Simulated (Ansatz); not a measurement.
Ansatz (a quantum-chemistry and plane-wave program) input:

Ansatz 0.2 input:
```yaml
crystal:
  periodic: [false, false, false]
  atoms:
    - {symbol: C, position_ang: [1.09916636, 0.16925889, 0.01646288]}
    - {symbol: N, position_ang: [-0.01818859, 0.00075990, 0.00965475]}
    - {symbol: H, position_ang: [-1.04738297, -0.15446085, 0.00332371]}
basis:
  gaussian:
    orbitals: def2-TZVP
hamiltonian:
  xc: b3lyp
  dispersion: d3bj
total_charge: 1
magnetization: {spin_polarized: true, initial_magnetization: 1}
relax: {f_tol: 0.002, max_steps: 150}
```

Problem. Which total energy does the run end on?

Solution. -92.99730 Eh (B3LYP-D3(BJ)/def2-TZVP). The basis has 68 functions.
